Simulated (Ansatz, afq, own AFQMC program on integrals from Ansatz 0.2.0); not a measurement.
**NHO (triplet): AFQMC on the coupled-cluster ladder at angle O2–N1–H3 = 125.8°, cc-pVDZ**

Aim: compute NHO (triplet) with auxiliary-field quantum Monte Carlo on the same integrals as coupled cluster, and set the energies side by side.

The runs use Ansatz 0.2.0, Gaussian basis, and an in-house AFQMC program (afq) on its integrals; all values are calculated; cc-pVDZ, frozen cores.

The runs, in order: PBE (unrestricted); r2SCAN (unrestricted); PBE0 (unrestricted); B3LYP (unrestricted); wB97M-V (unrestricted); B2PLYP (unrestricted); CCSD(T) on UHF; CCSDT(Q) on UHF; Phaseless AFQMC, CISD trial on UHF; Phaseless AFQMC, single-determinant trial on UHF; Free-projection AFQMC, CISD trial on UHF.

### 1 The geometry

The geometry derives from a PBE0/def2-TZVP stationary point (not a proven minimum). One angle is set to the value named; bond lengths are kept.

3 atoms, charge 0, spin multiplicity 3.

Atoms are counted from 1 here; the program's logs count them from 0.

Bond lengths: N1–O2 1.213 Å, N1–H3 1.028 Å. Angles: O2–N1–H3 125.8°.

### 2 PBE (unrestricted)

Contents of in.yaml:

```yaml
crystal:
  periodic: [false, false, false]
  atoms:
    - {symbol: N, position_ang: [0.000000, -0.090663, 0.600039]}
    - {symbol: O, position_ang: [0.000000, 0.036822, -0.606306]}
    - {symbol: H, position_ang: [0.000000, 0.675389, 1.285751]}
basis:
  gaussian: {orbitals: cc-pVDZ}
magnetization: {spin_polarized: true, initial_magnetization: 2}
hamiltonian: {xc: {name: PBE}}
output: {orbitals: {seedname: orbitals}}
```

Started as:

```
ansatz run in.yaml --threads 1 --pin off --events-out ev --progress --plain --max-ram 1382MiB
```

What it wrote:

```text
Functional definition: PBE
  name "PBE"
  cite "Perdew, Burke & Ernzerhof, Phys. Rev. Lett. 77, 3865 (1996) doi:10.1103/PhysRevLett.77.3865"
  parent pbe
  parameter kappa = 0.804
  parameter beta = 0.06672455060314922
  exchange = pbe_x(kappa = kappa, mu = beta*pi^2/3)
  correlation = pbe_c(beta = beta)
391 factors; their error is unknown
mean field evaluation 1: about -3544.8868 eV, gradient 1.9e1 eV
mean field evaluation 2: about -3544.0115 eV, gradient 2.4e1 eV
mean field evaluation 4: about -3546.4447 eV, gradient 2.0e0 eV
mean field evaluation 8: about -3546.4391 eV, gradient 7.8e-3 eV
mean field -3546.43906387 eV, -130.3292317345 hartree, gradient 1.4e-5 eV, S^2 2.002701; 0 other end points of the search recorded, 0 dependent functions left out
reference -3546.43907898 eV, -130.3292322897 hartree; 9, 7 occupied and 24, 26 virtual orbitals, 391 factors
Total energy: -3546.43907898 eV, -130.3292322897 hartree
```

It took 0.24 s on 1 thread of Intel Xeon 6975P-C (Granite Rapids), shared host.

From the report: ⟨S²⟩ of the determinant 2.003 (pure triplet: 2.00).

### 3 r2SCAN (unrestricted)

Edit in.yaml of step 2 so:

```diff
@@ -9,3 +9,2 @@
 magnetization: {spin_polarized: true, initial_magnetization: 2}
-hamiltonian: {xc: {name: PBE}}
-output: {orbitals: {seedname: orbitals}}
+hamiltonian: {xc: {name: r2SCAN}}
```

The command is unchanged.

What it wrote:

```text
Functional definition: r2SCAN
  name "r2SCAN"
  cite "Furness, Kaplan, Ning, Perdew & Sun, J. Phys. Chem. Lett. 11, 8208 (2020) doi:10.1021/acs.jpclett.0c02405"
  cite "Furness, Kaplan, Ning, Perdew & Sun, J. Phys. Chem. Lett. 11, 9248 (2020) doi:10.1021/acs.jpclett.0c03077"
  parent r2scan
  parameter k0 = 0.174
  parameter k1 = 0.065
  parameter a1 = 4.9479
  exchange = r2scan_x(k0 = k0, k1 = k1, a1 = a1)
  correlation = r2scan_c
391 factors; their error is unknown
mean field evaluation 1: about -3547.2458 eV, gradient 1.7e1 eV
mean field evaluation 2: about -3547.2210 eV, gradient 1.7e1 eV
mean field evaluation 4: about -3548.4336 eV, gradient 2.2e0 eV
mean field evaluation 8: about -3548.4339 eV, gradient 1.1e-2 eV
mean field -3548.43391761 eV, -130.4025412573 hartree, gradient 5.6e-5 eV, S^2 2.006715; 0 other end points of the search recorded, 0 dependent functions left out
reference -3548.43392166 eV, -130.4025414061 hartree; 9, 7 occupied and 24, 26 virtual orbitals, 391 factors
Total energy: -3548.43392166 eV, -130.4025414061 hartree
```

Run time: 0.87 s. Hardware: 1 thread of Intel Xeon 6975P-C (Granite Rapids), shared host.

From the report: ⟨S²⟩ of the determinant 2.007 (pure triplet: 2.00).

### 4 PBE0 (unrestricted)

Edit in.yaml of step 3 so:

```diff
@@ -9,2 +9,3 @@
 magnetization: {spin_polarized: true, initial_magnetization: 2}
-hamiltonian: {xc: {name: r2SCAN}}
+hamiltonian: {xc: {name: PBE0}}
+output: {orbitals: {seedname: orbitals}}
```

Same command.

What it wrote:

```text
Functional definition: PBE0
  name "PBE0"
  cite "Adamo & Barone, J. Chem. Phys. 110, 6158 (1999) doi:10.1063/1.478522"
  cite "Perdew, Burke & Ernzerhof, Phys. Rev. Lett. 77, 3865 (1996) doi:10.1103/PhysRevLett.77.3865"
  parent pbe
  parameter a = 0.25
  parameter kappa = 0.804
  parameter beta = 0.06672455060314922
  exchange = (1 - a)*pbe_x(kappa = kappa, mu = beta*pi^2/3) + a*exact_x
  correlation = pbe_c(beta = beta)
308 factors; integrals over basis functions are off by at most 1.5e-3 eV
mean field evaluation 1: about -3545.4888 eV, gradient 1.4e1 eV
mean field evaluation 2: about -3545.8534 eV, gradient 1.1e1 eV
mean field evaluation 4: about -3546.3153 eV, gradient 1.5e0 eV
mean field evaluation 8: about -3546.3210 eV, gradient 6.6e-3 eV
mean field -3546.32098481 eV, -130.3248924092 hartree, gradient 6.3e-5 eV, S^2 2.006279; 0 other end points of the search recorded, 0 dependent functions left out
reference -3546.32099531 eV, -130.3248927950 hartree; 9, 7 occupied and 24, 26 virtual orbitals, 308 factors
Total energy: -3546.32099531 eV, -130.3248927950 hartree
```

It took 0.3 s on 1 thread of Intel Xeon 6975P-C (Granite Rapids), shared host.

From the report: ⟨S²⟩ of the determinant 2.006 (pure triplet: 2.00).

### 5 B3LYP (unrestricted)

Edit in.yaml of step 4 so:

```diff
@@ -9,3 +9,2 @@
 magnetization: {spin_polarized: true, initial_magnetization: 2}
-hamiltonian: {xc: {name: PBE0}}
-output: {orbitals: {seedname: orbitals}}
+hamiltonian: {xc: {name: B3LYP}}
```

The command is unchanged.

What it wrote (excerpt; [...] marks lines left out):

```text
Functional definition: B3LYP
  name "B3LYP"
  cite "Stephens, Devlin, Chabalowski & Frisch, J. Phys. Chem. 98, 11623 (1994) doi:10.1021/j100096a001"
  cite "Becke, Phys. Rev. A 38, 3098 (1988) doi:10.1103/PhysRevA.38.3098"
  cite "Lee, Yang & Parr, Phys. Rev. B 37, 785 (1988) doi:10.1103/PhysRevB.37.785"
  cite "Vosko, Wilk & Nusair, Can. J. Phys. 58, 1200 (1980) doi:10.1139/p80-159"
[...]
308 factors; integrals over basis functions are off by at most 1.5e-3 eV
[...]
mean field -3550.07801494 eV, -130.4629607196 hartree, gradient 3.4e-5 eV, S^2 2.005648; 0 other end points of the search recorded, 0 dependent functions left out
reference -3550.07813305 eV, -130.4629650603 hartree; 9, 7 occupied and 24, 26 virtual orbitals, 308 factors
Total energy: -3550.07813305 eV, -130.4629650603 hartree
```

Wall time 0.3 s (1 thread of Intel Xeon 6975P-C (Granite Rapids), shared host).

From the report: ⟨S²⟩ of the determinant 2.006 (pure triplet: 2.00).

### 6 wB97M-V (unrestricted)

Edit in.yaml of step 5 so:

```diff
@@ -9,2 +9,3 @@
 magnetization: {spin_polarized: true, initial_magnetization: 2}
-hamiltonian: {xc: {name: B3LYP}}
+hamiltonian: {xc: {name: wB97M-V}}
+output: {orbitals: {seedname: orbitals}}
```

Same command.

What it wrote (excerpt; [...] marks lines left out):

```text
Functional definition: wB97M-V
  name "wB97M-V"
  cite "Mardirossian & Head-Gordon, J. Chem. Phys. 144, 214110 (2016) doi:10.1063/1.4952647"
  cite "Becke, J. Chem. Phys. 107, 8554 (1997) doi:10.1063/1.475007"
  cite "Vydrov & Van Voorhis, J. Chem. Phys. 133, 244103 (2010) doi:10.1063/1.3521275"
  # Of w^i u^j: cxij and so on, Table III.
[...]
  gx(w, u) = 1 - cx + cx01*u + cx10*w
  gss(w, u) = css00 + css04*u^4 + css10*w + css20*w^2 + css43*w^4*u^3
  gos(w, u) = cos00 + cos10*w + (cos20 + cos21*u)*w^2 + (cos60 + cos61*u)*w^6
[...]
      + integral(e_c_pw_mod_opposite_spin*gos(b97_w_opposite, b97_u_opposite)) + vv10(b, c)
308 factors; integrals over basis functions are off by at most 1.5e-3 eV
75 factors; integrals over basis functions are off by at most 7.6e-6 eV
[...]
mean field -3548.90322846 eV, -130.4197881127 hartree, gradient 5.0e-5 eV, S^2 2.005455; 0 other end points of the search recorded, 0 dependent functions left out
reference -3548.90324438 eV, -130.4197886981 hartree; 9, 7 occupied and 24, 26 virtual orbitals, 308 factors
Total energy: -3548.90324438 eV, -130.4197886981 hartree
```

Wall time 0.87 s (1 thread of Intel Xeon 6975P-C (Granite Rapids), shared host).

From the report: ⟨S²⟩ of the determinant 2.005 (pure triplet: 2.00).

### 7 B2PLYP (unrestricted)

Edit in.yaml of step 6 so:

```diff
@@ -9,3 +9,3 @@
 magnetization: {spin_polarized: true, initial_magnetization: 2}
-hamiltonian: {xc: {name: wB97M-V}}
-output: {orbitals: {seedname: orbitals}}
+hamiltonian: {xc: {name: B2PLYP}}
+correlation: {electrons: outside_noble_gas}
```

The command is unchanged.

What it wrote (excerpt; [...] marks lines left out):

```text
Functional definition: B2PLYP
  name "B2PLYP"
  cite "Grimme, J. Chem. Phys. 124, 034108 (2006) doi:10.1063/1.2148954"
  cite "Becke, Phys. Rev. A 38, 3098 (1988) doi:10.1103/PhysRevA.38.3098"
  cite "Lee, Yang & Parr, Phys. Rev. B 37, 785 (1988) doi:10.1103/PhysRevB.37.785"
[...]
308 factors; integrals over basis functions are off by at most 1.5e-3 eV
[...]
mean field -3544.05250791 eV, -130.2415274205 hartree, gradient 9.1e-7 eV, S^2 2.012894; 0 other end points of the search recorded, 0 dependent functions left out
2 core orbitals not correlated: weight in the atoms' cores, before any rotation towards them, 1.000 or more for the frozen orbitals, at most 0.000 for the correlated occupied ones
reference -3544.05257994 eV, -130.2415300676 hartree; 7, 5 occupied and 24, 26 virtual orbitals, 308 factors
second order -10.74916291 eV of doubles, -0.00000000 eV of singles
Total energy: -3546.95485392 eV, -130.3481866694 hartree
```

Wall time 0.36 s (1 thread of Intel Xeon 6975P-C (Granite Rapids), shared host).

From the report: ⟨S²⟩ of the determinant 2.013 (pure triplet: 2.00).

### 8 CCSD(T) on UHF

Edit in.yaml of step 7 so:

```diff
@@ -9,3 +9,2 @@
 magnetization: {spin_polarized: true, initial_magnetization: 2}
-hamiltonian: {xc: {name: B2PLYP}}
-correlation: {electrons: outside_noble_gas}
+correlation: {method: ccsd_t, electrons: outside_noble_gas, hamiltonian_folder: ham}
```

Same command.

What it wrote (excerpt; [...] marks lines left out):

```text
Functional definition: HF
  name "HF"
  cite "Fock, Z. Phys. 61, 126 (1930) doi:10.1007/BF01340294"
  parent pbe
[...]
308 factors; integrals over basis functions are off by at most 1.5e-3 eV
[...]
mean field -3532.03974188 eV, -129.8000664115 hartree, gradient 2.3e-6 eV, S^2 2.027291; 2 other end points of the search recorded, 0 dependent functions left out
2 core orbitals not correlated: weight in the atoms' cores, before any rotation towards them, 1.000 or more for the frozen orbitals, at most 0.000 for the correlated occupied ones
reference -3532.03974188 eV, -129.8000664115 hartree; 7, 5 occupied and 24, 26 virtual orbitals, 308 factors
second order -8.55541375 eV of doubles, -0.00000000 eV of singles
cycle   1  -8.64359261 eV  change   -8.8e-2 eV  update   7.6e-2
[...]
cycle  11  -9.02217601 eV  change   -4.8e-6 eV  update   7.3e-6
perturbative correction -0.24651091 eV, -0.0090591089 hartree
Total energy: -3541.30842881 eV, -130.1406843736 hartree
```

It took 0.54 s on 1 thread of Intel Xeon 6975P-C (Granite Rapids), shared host.

From the report: ⟨S²⟩ of the determinant 2.027 (pure triplet: 2.00); correlation -9.2687 eV; T1 0.028; largest double amplitude 0.08.

This run also writes the integrals to the folder ham.

### 9 CCSDT(Q) on UHF

Edit in.yaml of step 8 so:

```diff
@@ -9,2 +9,2 @@
 magnetization: {spin_polarized: true, initial_magnetization: 2}
-correlation: {method: ccsd_t, electrons: outside_noble_gas, hamiltonian_folder: ham}
+correlation: {method: ccsdt_q, electrons: outside_noble_gas}
```

Launched as before.

What it wrote (excerpt; [...] marks lines left out):

```text
Functional definition: HF
  name "HF"
  cite "Fock, Z. Phys. 61, 126 (1930) doi:10.1007/BF01340294"
  parent pbe
[...]
566 factors; integrals over basis functions are off by at most 2.0e-7 eV
[...]
mean field -3532.03980618 eV, -129.8000687746 hartree, gradient 2.3e-6 eV, S^2 2.027291; 2 other end points of the search recorded, 0 dependent functions left out
2 core orbitals not correlated: weight in the atoms' cores, before any rotation towards them, 1.000 or more for the frozen orbitals, at most 0.000 for the correlated occupied ones
reference -3532.03980618 eV, -129.8000687746 hartree; 7, 5 occupied and 24, 26 virtual orbitals, 566 factors
second order -8.55542292 eV of doubles, -0.00000000 eV of singles
cycle   1  -8.64358523 eV  change   -8.8e-2 eV  update   8.5e-2
[...]
cycle  16  -9.28201678 eV  change   -1.9e-8 eV  update   4.5e-7
perturbative correction -0.03516724 eV, -0.0012923722 hartree
Total energy: -3541.35699020 eV, -130.1424689718 hartree
```

It took 9 s on 1 thread of Intel Xeon 6975P-C (Granite Rapids), shared host; peak memory 0.3 GiB.

From the report: ⟨S²⟩ of the determinant 2.027 (pure triplet: 2.00); correlation -9.3172 eV; T1 0.028; largest double amplitude 0.10.

### 10 Phaseless AFQMC, CISD trial on UHF

It reads the integrals that the CCSD(T) run on this determinant wrote.

Started as:

```
afq ham --method phaseless --trial cisd --walkers 60 --populations 1 --least-time 40 --time-step 0.005 --steps-per-block 50 --equilibration-blocks 28 --max-blocks 300 --target-error 0.00042 --factor-cut 1e-05 --start spin_pure --seed 3981 --release-times 0.24,0.51,0.99,1.62,2.4 --release-step 0.03 --release-every 4 --taylor-order 6
```

What it wrote:

```text
orbitals 31  electrons 7 5  factors 231 of 308
reference energy -129.80006641 Eh
CCSD correlation -0.33155877 Eh in 12 cycles, weight of the determinant in the CISD state 0.8895
energy of the start -130.130183 Eh
 block  time / (1/Eh)  mean weight  energy / Eh
     1     0.250  1.0021  -130.130640
     2     0.500  1.0018  -130.135067
     3     0.750  0.9991  -130.143723
     4     1.000  1.0001  -130.137661
     5     1.250  0.9991  -130.139272
     6     1.500  0.9989  -130.134669
     7     1.750  1.0022  -130.146056
     8     2.000  1.0000  -130.137825
     9     2.250  0.9994  -130.143567
    10     2.500  0.9983  -130.145716
    17     4.250  1.0024  -130.141149
    25     6.250  1.0014  -130.143319
    33     8.250  1.0029  -130.138244
    41    10.250  0.9985  -130.158654
    49    12.250  1.0008  -130.143839
    57    14.250  1.0034  -130.139897
    65    16.250  1.0008  -130.143076
    73    18.250  0.9986  -130.139799
    81    20.250  1.0010  -130.136901
    89    22.250  1.0024  -130.145855
    97    24.250  0.9984  -130.137074
   105    26.250  1.0005  -130.143440
   113    28.250  1.0004  -130.137833
   121    30.250  1.0022  -130.152257
   129    32.250  0.9995  -130.138766
   137    34.250  1.0008  -130.141444
   145    36.250  1.0022  -130.143062
   153    38.250  1.0025  -130.144886
   161    40.250  1.0024  -130.142975
   169    42.250  1.0001  -130.137795
   177    44.250  0.9985  -130.144364
   185    46.250  1.0018  -130.140401
   193    48.250  1.0012  -130.126181
   201    50.250  0.9974  -130.153155
   209    52.250  1.0004  -130.135638
   217    54.250  0.9996  -130.144587
   225    56.250  0.9997  -130.144141
   233    58.250  1.0010  -130.135816
   241    60.250  0.9982  -130.144258
   249    62.250  0.9978  -130.138865
   257    64.250  0.9978  -130.152427
   265    66.250  1.0003  -130.140703
   273    68.250  0.9994  -130.139686
   281    70.250  0.9988  -130.137283
   289    72.250  0.9994  -130.136700
   297    74.250  1.0004  -130.155419
   305    76.250  1.0023  -130.134928
   313    78.250  1.0024  -130.148865
   321    80.250  0.9972  -130.136334
blocks merged  error / Eh  count
     1  0.000478  300
     2  0.000513  150
     4  0.000615  75
     8  0.000643  37
    16  0.000648  18
    32  0.000726  9
released: time / (1/Eh)  energy / Eh  error  mean overlap
  0.24  -130.142241  0.000796  0.9963
  0.51  -130.142185  0.000670  0.9966
  0.99  -130.142709  0.000679  0.9888
  1.62  -130.141239  0.000613  1.0209
  2.40  -130.141520  0.000976  1.0143
energy -130.142831 +/- 0.000648 Eh
```

Wall time 3.6 min (1 thread of Intel Xeon 6975P-C (Granite Rapids), shared host).

Energy -3541.3668 ± 0.0176 eV. Caveats: constraint bias not in the error; error above the target.

### 11 Phaseless AFQMC, single-determinant trial on UHF

It reads the integrals that the CCSD(T) run on this determinant wrote.

Started as:

```
afq ham --method phaseless --trial hf --walkers 120 --populations 1 --least-time 40 --time-step 0.005 --steps-per-block 20 --equilibration-blocks 112 --max-blocks 600 --target-error 0.00126 --factor-cut 1e-05 --start spin_pure --seed 9144 --taylor-order 6
```

What it wrote:

```text
orbitals 31  electrons 7 5  factors 231 of 308
reference energy -129.80006641 Eh
CCSD correlation -0.33155877 Eh in 12 cycles, weight of the determinant in the CISD state 0.8895
energy of the start -129.800780 Eh
 block  time / (1/Eh)  mean weight  energy / Eh
     1     0.100  1.0036  -129.905856
     2     0.200  1.0001  -129.971784
     3     0.300  1.0035  -130.018638
     4     0.400  1.0031  -130.037626
     5     0.500  1.0024  -130.062718
     6     0.600  1.0010  -130.072188
     7     0.700  0.9997  -130.061527
     8     0.800  1.0022  -130.077027
     9     0.900  1.0011  -130.086490
    10     1.000  0.9994  -130.128669
    18     1.800  1.0005  -130.138819
    35     3.500  1.0014  -130.131079
    52     5.200  1.0010  -130.098189
    69     6.900  1.0017  -130.161356
    86     8.600  1.0022  -130.120082
   103    10.300  0.9997  -130.126698
   120    12.000  0.9993  -130.134272
   137    13.700  0.9987  -130.136618
   154    15.400  0.9998  -130.085480
   171    17.100  1.0004  -130.085816
   188    18.800  0.9972  -130.158715
   205    20.500  0.9956  -130.095812
   222    22.200  1.0022  -130.142794
   239    23.900  0.9969  -130.130791
   256    25.600  1.0014  -130.104810
   273    27.300  1.0016  -130.119078
   290    29.000  0.9988  -130.112592
   307    30.700  0.9974  -130.162342
   324    32.400  1.0008  -130.136497
   341    34.100  1.0013  -130.112168
   358    35.800  0.9978  -130.139656
   375    37.500  1.0003  -130.187746
   392    39.200  0.9985  -130.128573
   409    40.900  1.0011  -130.131223
   426    42.600  1.0026  -130.117736
   443    44.300  0.9998  -130.113194
   460    46.000  1.0010  -130.188861
   477    47.700  0.9984  -130.114846
   494    49.400  1.0013  -130.122586
   511    51.100  1.0024  -130.175371
   528    52.800  0.9993  -130.201920
   545    54.500  0.9975  -130.131988
   562    56.200  0.9983  -130.090827
   579    57.900  0.9997  -130.138589
   596    59.600  0.9992  -130.133675
   613    61.300  0.9998  -130.191535
   630    63.000  0.9958  -130.122355
   647    64.700  1.0008  -130.139818
   664    66.400  1.0018  -130.152865
   681    68.100  1.0012  -130.161830
   698    69.800  0.9987  -130.101472
blocks merged  error / Eh  count
     1  0.001297  600
     2  0.001657  300
     4  0.002081  150
     8  0.002384  75
    16  0.002399  37
    32  0.002479  18
    64  0.002587  9
energy -130.137335 +/- 0.002479 Eh
```

Run time: 2.2 min. Hardware: 1 thread of Intel Xeon 6975P-C (Granite Rapids), shared host.

Energy -3541.2173 ± 0.0674 eV. Caveats: constraint bias not in the error; error above the target.

### 12 Free-projection AFQMC, CISD trial on UHF

It reads the integrals that the CCSD(T) run on this determinant wrote.

Started as:

```
afq ham --method free --trial cisd --walkers 60 --time-step 0.03 --max-blocks 80 --target-error 0.00042 --factor-cut 1e-05 --seed 7670 --times 0,0.21,0.42,0.81,1.2,1.8,2.4,3 --taylor-order 8
```

What it wrote:

```text
orbitals 31  electrons 7 5  factors 231 of 308
reference energy -129.80006641 Eh
CCSD correlation -0.33155877 Eh in 12 cycles, weight of the determinant in the CISD state 0.8895
repeat  energy at the last time / Eh  error
    10  -130.141258  0.002604
    20  -130.142446  0.002455
    30  -130.141769  0.001748
    40  -130.142497  0.001485
    50  -130.142911  0.001337
    60  -130.142529  0.001152
    70  -130.142155  0.001063
    80  -130.141423  0.000938
time / (1/Eh)  energy / Eh  error  mean overlap
  0.00  -130.131893  0.000355  1.1246
  0.21  -130.138852  0.000347  1.1225
  0.42  -130.140522  0.000378  1.1286
  0.81  -130.142664  0.000452  1.1130
  1.20  -130.142950  0.000528  1.1123
  1.80  -130.140725  0.000581  1.1333
  2.40  -130.143269  0.000760  1.1394
  3.00  -130.141423  0.000938  1.1759
energy -130.141423 +/- 0.000938 Eh
```

Wall time 2.1 min (1 thread of Intel Xeon 6975P-C (Granite Rapids), shared host).

Energy -3541.3285 ± 0.0255 eV. Caveats: remainder of the start not in the error; error above the target.

### 13 AFQMC on the ladder

On the UHF determinant, counted from CCSDT(Q) (a yardstick, not exact):

```tsv
level	energy (eV)	from CCSDT(Q) (meV)	statistical error (meV)	time
HF	-3532.0397	+9317.2		
MP2	-3540.5952	+761.8		
CCSD	-3541.0619	+295.1		
CCSD(T)	-3541.3084	+48.6		
CCSDT(Q)	-3541.3570	0.0		
Phaseless AFQMC, CISD trial, step 0.005, 60 walkers	-3541.3668	-9.8	17.6	3.6 min
Phaseless AFQMC, single-determinant trial, step 0.005, 120 walkers	-3541.2173	+139.7	67.4	2.2 min
Free-projection AFQMC, CISD trial, step 0.03, 60 walkers	-3541.3285	+28.5	25.5	2.1 min
```

The functionals' totals stand on their own zeros and serve differences with other points: PBE -3546.439 eV; r2SCAN -3548.434 eV; PBE0 -3546.321 eV; B3LYP -3550.078 eV; wB97M-V -3548.903 eV; B2PLYP -3546.955 eV.

### 14 Summary of results

| quantity | value |
| --- | --- |
| CCSD(T) on UHF from CCSDT(Q) | +48.6 meV |
| Phaseless AFQMC, CISD trial on UHF from CCSDT(Q) | -9.8 ± 17.6 meV |
| Phaseless AFQMC, single-determinant trial on UHF from CCSDT(Q) | +139.7 ± 67.4 meV |
| Free-projection AFQMC, CISD trial on UHF from CCSDT(Q) | +28.5 ± 25.5 meV |

What this shows: On UHF the phaseless walk with the CISD trial lies -9.8 meV from CCSDT(Q), within three error bars. Free projection has no constraint; at the last time it gives +28.5 ± 25.5 meV, and from a start that isn't spin pure other spins can mix in. Error bars are statistical and leave out the constraint, the time step and what remains of the start.
